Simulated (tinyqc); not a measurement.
Inside a calculation. Method: geometry optimisation on the UHF/sto-3g surface (energies and gradients from PySCF), for CH, spin multiplicity 4. One step of it, computed by the program tinyqc.

Task: Step 2: move. Steepest descent, p = -g / 0.3; steps longer than 0.1 bohr are cut back (factor 0.411 here).

positions after step 1 (bohr):
```
,x,y,z
1C,0.000000,0.000000,0.070711
2H,0.000000,0.000000,2.230976
```

gradient (hartree/bohr):
```
,x,y,z
1C,0.00000000,0.00000000,-0.05165286
2H,0.00000000,0.00000000,0.05165286
```

Give: positions after step 2.

Result:

positions after step 2 (bohr):
```
,x,y,z
1C,0.0000,0.0000,0.1414
2H,0.0000,0.0000,2.1603
```
